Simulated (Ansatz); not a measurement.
# A ladder of methods for SiH4 (SMILES [SiH4])

SiH4: 5 atoms, total charge 0, spin state singlet. SMILES: `[SiH4]`. Geometry: relaxed at PBE0-D4/def2-TZVP.

```xyz
5

Si    0.0000    0.0000   -0.0001
H     0.9676   -0.6884    0.8909
H    -1.3310    0.0449    0.6560
H    -0.1051   -0.7403   -1.2826
H     0.4685    1.3838   -0.2642
```

Each level gives the energy change with the Si1–H2 bond stretched from 1.485 to 2.227 Å (eV). The values are calculated.

```tsv
level	kind	program	value (eV)	less FCI/3-21G	CPU time (all runs)
PBE/3-21G (restricted)	GGA	Ansatz	1.72	+0.12	1.5 s
r2SCAN/3-21G (restricted)	meta-GGA	Ansatz	1.84	+0.24	3.5 s
B3LYP/3-21G (restricted)	global hybrid	Ansatz	1.84	+0.24	1.6 s
wB97M-V/3-21G (restricted)	range-separated hybrid	Ansatz	1.95	+0.35	21 s
B2PLYP/3-21G (restricted)	double hybrid	Ansatz	1.87	+0.27	2.2 s
RPA@PBE/3-21G (restricted)	RPA	Ansatz	1.58	-0.02	2.2 s
BCCD(T)/3-21G (restricted)	coupled cluster or CI	Ansatz	1.60	0.00	0.33 s
FCI/3-21G	exact in the basis	Ansatz	1.60	0.00	20 s
```

FCI/3-21G is exact within its basis and frozen core, so for wave-function methods in that basis the difference is their error; functionals converge differently with the basis, so for them it is only a difference. The first shape isn't each level's own minimum. The values span 1.58 to 1.95 eV. All rows use very small basis sets, so none should be taken for the real molecule's value. In so small a basis fixed costs decide the times, and correlated methods can beat functionals. CPU times are rough (shared hosts, several kinds of processor and program).
